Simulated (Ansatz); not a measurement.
Two structures of CH$_{5}$FN (charge -1), closed shell, reached by relaxing down either side of one saddle point (PBE0-D4/def2-TZVPD). Energies are electronic, without zero-point energy. Computed with Ansatz 0.2.0 (basis: def2-TZVPPD and def2-QZVPPD); correlated methods freeze the cores. Extrapolation: Hartree–Fock as exp(−7.88 √X), correlation as X^−2.97. First:

```tsv
atom	x (Å)	y (Å)	z (Å)
F1	-1.4942	-1.4570	1.5142
C2	-0.6677	-0.6479	0.6787
N3	0.8710	0.8542	-1.1674
H4	0.0065	-0.0684	1.3030
H5	-1.2956	0.0152	0.0906
H6	-0.1005	-1.2878	0.0090
H7	1.8859	0.7147	-1.2282
H8	0.7947	1.8771	-1.2000
```

Second:

```xyz
8
angstrom
F -0.0003 1.1547 2.2707
C -0.4062 -0.3931 -0.6283
N 0.6759 0.4317 -0.1436
H -0.6947 -1.2295 0.0361
H -1.3034 0.2243 -0.7478
H -0.1825 -0.8232 -1.6168
H 1.4937 -0.1528 -0.0044
H 0.4176 0.7878 0.8341
```

Problem. Which bonds change from the first to the second?

Solution. [CH₃F ([CH3][F]) + NH₂]⁻ → [CH₅N ([CH3][NH2]) + F]⁻; bonds formed: C2–N3; bonds broken: F1–C2.

Problem. Give the saddle point's structure and its height above each. (To be estimated.)

Solution. The calculation gives: 36.0 kJ/mol above the first and 222.6 kJ/mol above the second (CCSD(T) at an estimated basis limit (MP2 extrapolated from triple and quadruple zeta, plus CCSD(T) − MP2 in triple zeta)).
```json
{"atom": "F1", "x (Å)": "-1.3468", "y (Å)": "-1.3196", "z (Å)": "1.5243"}
{"atom": "C2", "x (Å)": "-0.4450", "y (Å)": "-0.4310", "z (Å)": "0.4038"}
{"atom": "N3", "x (Å)": "0.6832", "y (Å)": "0.6867", "z (Å)": "-1.1276"}
{"atom": "H4", "x (Å)": "0.1596", "y (Å)": "0.0875", "z (Å)": "1.1264"}
{"atom": "H5", "x (Å)": "-1.2730", "y (Å)": "0.0834", "z (Å)": "-0.0502"}
{"atom": "H6", "x (Å)": "-0.0264", "y (Å)": "-1.2713", "z (Å)": "-0.1211"}
{"atom": "H7", "x (Å)": "1.6656", "y (Å)": "0.4959", "z (Å)": "-0.9057"}
{"atom": "H8", "x (Å)": "0.5829", "y (Å)": "1.6684", "z (Å)": "-0.8500"}
```

T1 diagnostic: at most 0.019. The start structure is not quite a true minimum (one mode of 54i cm⁻¹).

Labels in which every atom is bracketed show which atoms are joined, not bond orders.

For scale, one of the runs: CCSD(T)/def2-TZVPPD, 199 basis functions, launched by `ansatz run in.yaml --threads 2 --pin off --events-out ev --progress --plain --max-ram 4352MiB`. Time: 65 s of wall clock on 2 CPU threads of an Arm Neoverse V1; the host was shared. Peak host memory: 2.6 GiB.
